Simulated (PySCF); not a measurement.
**Stretching SN**

Set-up: basis S pcseg-1, N pcseg-1; no relativity; PySCF 2.14. Energies in eV from S + N in their ground configurations at the same level. State: ²Π (doublet), unpaired electrons π ↑.

Curves on a restricted Hartree–Fock reference rise too fast on stretching and do not dissociate correctly.

All columns are ROHF. A positive dipole means S(−)N(+).

```json
{"R (Å)": "1.299", "E (eV)": "0.882", "μ (D)": "-2.12", "Mulliken charge on S (basis-dependent)": "0.24", "HOMO (eV)": "-8.52", "LUMO (eV)": "1.52", "Mayer bond order": "2.51", "⟨S²⟩": "0.75"}
{"R (Å)": "1.359", "E (eV)": "-0.074", "μ (D)": "-2.03", "Mulliken charge on S (basis-dependent)": "0.22", "HOMO (eV)": "-9.11", "LUMO (eV)": "1.20", "Mayer bond order": "2.46", "⟨S²⟩": "0.75"}
{"R (Å)": "1.419", "E (eV)": "-0.548", "μ (D)": "-1.88", "Mulliken charge on S (basis-dependent)": "0.21", "HOMO (eV)": "-9.80", "LUMO (eV)": "0.86", "Mayer bond order": "2.40", "⟨S²⟩": "0.75"}
{"R (Å)": "1.465", "E (eV)": "-0.673", "μ (D)": "-1.75", "Mulliken charge on S (basis-dependent)": "0.19", "HOMO (eV)": "-10.42", "LUMO (eV)": "0.58", "Mayer bond order": "2.35", "⟨S²⟩": "0.75"}
{"R (Å)": "1.510", "E (eV)": "-0.651", "μ (D)": "-1.59", "Mulliken charge on S (basis-dependent)": "0.18", "HOMO (eV)": "-11.09", "LUMO (eV)": "0.31", "Mayer bond order": "2.29", "⟨S²⟩": "0.75"}
{"R (Å)": "1.555", "E (eV)": "-0.520", "μ (D)": "-1.44", "Mulliken charge on S (basis-dependent)": "0.17", "HOMO (eV)": "-11.78", "LUMO (eV)": "0.03", "Mayer bond order": "2.24", "⟨S²⟩": "0.75"}
{"R (Å)": "1.616", "E (eV)": "-0.219", "μ (D)": "-1.24", "Mulliken charge on S (basis-dependent)": "0.16", "HOMO (eV)": "-11.88", "LUMO (eV)": "-0.31", "Mayer bond order": "2.16", "⟨S²⟩": "0.75"}
{"R (Å)": "1.691", "E (eV)": "0.294", "μ (D)": "-1.03", "Mulliken charge on S (basis-dependent)": "0.15", "HOMO (eV)": "-11.68", "LUMO (eV)": "-0.72", "Mayer bond order": "2.08", "⟨S²⟩": "0.75"}
{"R (Å)": "1.782", "E (eV)": "1.025", "μ (D)": "-0.78", "Mulliken charge on S (basis-dependent)": "0.13", "HOMO (eV)": "-11.51", "LUMO (eV)": "-1.16", "Mayer bond order": "2.00", "⟨S²⟩": "0.75"}
{"R (Å)": "1.903", "E (eV)": "2.076", "μ (D)": "-0.41", "Mulliken charge on S (basis-dependent)": "0.10", "HOMO (eV)": "-11.27", "LUMO (eV)": "-1.64", "Mayer bond order": "1.89", "⟨S²⟩": "0.75"}
```

A fit through these points gives, at Re = 1.479 Å, μ = -1.70 D and dμ/dR = 3.36 D/Å; the reduced mass is 9.738 u.

Q: How strong is the fundamental in the double-harmonic approximation, I = 42.26·(dμ/dR)²/μred km/mol?

A: I = 42.26·(3.36)²/9.738 = 49.0 km/mol at ROHF.

Hartree–Fock leaves out correlation, which carries a large part of most bond energies and some tenths to 1 eV of ionisation energies. The state is the lowest determinant that a PBE0 search found; another state may lie lower at other levels.
